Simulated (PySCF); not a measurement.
# BrClF−, cut into parts across a bond: interaction energy

One table from this session's results is given with a row withheld; the runs are named, their logs left out.

Computed with PySCF 2.14.0; each step states its level. No surroundings beyond the atoms listed, unless a continuum is named. Atoms count from 0, parts from 1.

## The system as given

3 atoms, charge -1, multiplicity 1; geometry: GFN2-xTB. Parts: 1 = atoms 0–1, `FCl`, charge 0; 2 = atom 2, `[Br-]`, charge -1. In the given geometry Cl0 and Br2 of different parts are bonded (2.27 Å), so values for the parts refer to these atom groups.

The first run:

What the job is given:

```
{"job": {"xc": "PBE0", "basis": "def2-SVPD", "d3": "d3bj", "grid": 2, "kind": "geom", "shake": 0.01}, "charge": -1, "multiplicity": 1, "parts": [{"atoms": "0-1", "charge": 0, "multiplicity": 1}, {"atoms": "2-2", "charge": -1, "multiplicity": 1}]}
Cl     0.965205    -0.451626    -0.261335
F     -0.925934     0.172508     0.119706
Br     3.084634    -1.126961    -0.722860
```

On the command line:

```bash
$ OMP_NUM_THREADS=1 python cluster_run.py task.json out
```

One launch serves the whole session: the jobs run in the order shown.

Among the steps run: Optimising the geometry at PBE0-D3(BJ)/def2-SVPD; Coupled-cluster interaction energy: CCSD(T) and MP2, 2.46 Å; Coupled-cluster interaction energy: CCSD(T) and MP2, 2.71 Å; Coupled-cluster interaction energy: CCSD(T) and MP2, 2.34 Å; Coupled-cluster interaction energy: CCSD(T) and MP2, 3.08 Å; Coupled-cluster interaction energy: CCSD(T) and MP2, 2.22 Å; Coupled-cluster interaction energy: CCSD(T) and MP2, 3.69 Å; Coupled-cluster interaction energy: CCSD(T) and MP2, 4.92 Å.

One table of the session follows, with a row left open; its other results are not shown here.

It belongs to the step «Coupled-cluster interaction energy: CCSD(T) and MP2, 4.92 Å». 

| method | interaction energy (kcal/mol) |
| --- | --- |
| HF/aug-cc-pVDZ | -6.55 |
| MP2/aug-cc-pVDZ | -5.85 |
| CCSD/aug-cc-pVDZ | -5.68 |
| CCSD(T)/aug-cc-pVDZ | -5.67 |
| HF/aug-cc-pVTZ | -6.49 |
| MP2/aug-cc-pVTZ | -5.84 |
| SCS-MP2/aug-cc-pVTZ | -5.65 |
| MP2, extrapolated | -5.87 |
| CCSD(T), limit estimate | ? |

**Question.** Estimate the row for CCSD(T), limit estimate.

The run gave: interaction energy (kcal/mol): -5.69. In the column «interaction energy (kcal/mol)» it lies between MP2/aug-cc-pVTZ (-5.84) and CCSD/aug-cc-pVDZ (-5.68).
